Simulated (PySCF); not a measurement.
# State search for C₂

Unrestricted PBE0; C 3-21G; no relativity (PySCF 2.14). Outer shells of the fragments: C 2s2 2p2; C 2s2 2p2.

Followed along the bond (rough minima from three points):

```json
{"2Ms+1": "3", "unpaired": "σ ↑, π ↑", "⟨S²⟩ at the start": "2.00", "R at minimum (Å)": "1.33", "Te (eV)": "0.00"}
{"2Ms+1": "1", "unpaired": "none", "⟨S²⟩ at the start": "1.02", "R at minimum (Å)": "1.23", "Te (eV)": "0.12"}
{"2Ms+1": "1", "unpaired": "σ ↑, π ↓", "⟨S²⟩ at the start": "1.01", "R at minimum (Å)": "1.33", "Te (eV)": "0.32"}
{"2Ms+1": "3", "unpaired": "π ↑↑", "⟨S²⟩ at the start": "2.00", "R at minimum (Å)": "1.41", "Te (eV)": "0.87"}
{"2Ms+1": "1", "unpaired": "π ↑↓", "⟨S²⟩ at the start": "1.00", "R at minimum (Å)": "1.41", "Te (eV)": "1.23"}
```

Solutions found at the starting distance of 1.420 Å, counted from the lowest of them; the search is not exhaustive and high or unbound solutions are not listed, so other states can lie among these:

```
2Ms+1    unpaired   term  E (eV)  ⟨S²⟩  ⟨Lz²⟩
    3    σ ↑, π ↑     ³Π    0.00  2.00   1.00
    1    σ ↑, π ↓  mixed    0.30  1.01   1.00
    3        π ↑↑    ³Σ⁻    0.64  2.00   0.00
    1        none  mixed    0.91  1.02   0.00
    1        π ↑↓  mixed    1.00  1.00   2.00
    1        none  mixed    1.91  0.00   2.00
    3        σ ↑↑    ³Σ⁺    2.42  2.00   0.00
    5  σ ↑, π ↑↑↑     ⁵Π    3.42  6.00   1.00
    3  σ ↑, π ↑↑↓  mixed    4.36  3.00   3.00
    1  σ ↑, π ↑↓↓  mixed    4.75  2.01   3.00
```

A term symbol is given only where ⟨S²⟩ and ⟨Lz²⟩ are close to those of a pure state; real π, δ and φ orbitals otherwise mix terms, and g/u labels are left off.

Compare the gap between the two lowest followed solutions at the starting distance with the gap between their minima.

At PBE0 the second solution (Ms = 0 of mixed spin, paired orbitals spin-polarised) lies +0.91 eV from the first (triplet, unpaired electrons σ ↑, π ↑) at 1.420 Å and +0.12 eV at the minima; the two curves relax by different amounts, since their minima lie near 1.23 and 1.33 Å.

3-21G is very small, so such numbers show the basis as much as the molecule.
